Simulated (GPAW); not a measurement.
# RPBE/plane waves (scalar-relativistic datasets) run of CH3FS2 (SMILES FC(S)S)

Aim: the atomisation energy of CH3FS2. The job is set up through an ASE script.

The results are computed with GPAW 26.7.0.

3 further runs of the same task are left out: 1 that didn't finish, 2 set aside as unsound or not needed.

## (1) Starting point

CH3FS2 has 7 atoms, charge 0, and is taken as a singlet. As SMILES, `FC(S)S`. The shape is that of a GFN2-xTB optimisation. This is one conformer, not always the lowest.

Bond lengths: F1–C2 1.349 Å, C2–S3 1.842 Å, C2–S4 1.830 Å, C2–H5 1.096 Å, S3–H6 1.332 Å, S4–H7 1.332 Å. Angles: F1–C2–S3 110.3°, F1–C2–S4 108.8°, S3–C2–S4 110.4°, F1–C2–H5 107.9°, S3–C2–H5 109.4°, S4–C2–H5 109.9°, C2–S3–H6 94.9°, C2–S4–H7 94.1°.

## (2) The atomisation energy at RPBE/plane waves (scalar-relativistic datasets)

Input file gs.py:

```python
from ase import Atoms
from gpaw import GPAW, PW

# Atomic positions
atoms = Atoms('FCSSHHH',
    positions=[[ -0.668580,  -1.420740,   0.560570],
               [ -0.343080,  -0.211580,   0.058340],
               [  1.289040,   0.335430,   0.713140],
               [ -0.293410,  -0.323840,  -1.767970],
               [ -1.116620,   0.500220,   0.368040],
               [  0.943640,   0.213250,   1.993450],
               [  0.189010,   0.907260,  -1.925570]])
atoms.center(vacuum=4.5)

# GPAW settings
calc = GPAW(mode={'name': 'pw', 'ecut': 400},
            xc='RPBE',
            maxiter=100,
            symmetry='off',
            txt='gs.txt')
atoms.calc = calc

e = atoms.get_potential_energy()
e_mol = {'RPBE': e}

# Spin-polarised atoms
e_atom = {}
for symbol in sorted(set(atoms.symbols)):
    atom = Atoms(symbol, cell=atoms.cell, pbc=atoms.pbc)
    atom.center()
    atom.calc = GPAW(mode=PW(400),
                     xc='RPBE',
                     maxiter=150,
                     symmetry='off',
                     hund=True,
                     txt=f'{symbol}_atom.txt')
    e = atom.get_potential_energy()
    e_atom[symbol] = {'RPBE': e}

atomisation = {xc: sum(e_atom[x][xc] for x in atoms.symbols) - e_mol[xc] for xc in e_mol}
for xc, de in atomisation.items():
    print(f'{xc:32} {de:9.3f} eV')
```

Launch:

```bash
$ python3 gs.py
```

What values should one expect? Wanted: energy as printed; dipole moment; HOMO energy; LUMO energy; HOMO–LUMO gap; atomisation energy.

**Answer.** As computed:

At RPBE/plane waves (scalar-relativistic datasets):

| quantity | value |
| --- | --- |
| energy as printed (from the program's reference atoms) | -28.9021 eV |
| dipole moment | 1.67 D |
| HOMO energy (shifted to the vacuum level, unlike the log) | -6.27 eV |
| LUMO energy (shifted to the vacuum level, unlike the log) | -1.62 eV |
| HOMO–LUMO gap | 4.65 eV |
| atomisation energy (program's own) | 22.64 eV |
